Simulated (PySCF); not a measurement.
Molecule: SMILES C=C(F)C(=O)O, C3H3FO2.

Atoms are numbered as in `[CH2:1]=[C:2]([F:3])[C:4](=[O:5])[OH:6]` (H(Xn): hydrogen on atom n). Ha(C1) is cis to F3; Hb(C1) is trans to F3.

Geometry PBE0-D3(BJ)/def2-SVP throughout; GIAO in PySCF, gas phase, one conformer, non-relativistic; equivalent atoms averaged; functional PBE0.

For orientation, pcSseg-1 gives these shifts δ (against TMS, CFCl3, H2O at the same level): C2 160.6, C4 162.8, C1 110.7, F3 -111.1, O5 429.5, O6 195.8, Hb(C1) 5.96, H(O6) 5.61, Ha(C1) 5.66 ppm.

A run gave: C2 172.2, C4 176.7, C1 120.6, F3 -110.4, O5 472.6, O6 200.1, Hb(C1) 6.43, H(O6) 4.93, Ha(C1) 5.98 ppm (shifts δ (against TMS, CFCl3, H2O at the same level)).

Problem. Which basis set was used in that run?
A. cc-pVDZ
B. def2-SVP
C. IGLO-III
D. pcSseg-0

Solution. D. O5 tells them apart best: pcSseg-0 gives 472.6, IGLO-III gives 417.8, cc-pVDZ gives 401.0, def2-SVP gives 402.7 ppm.
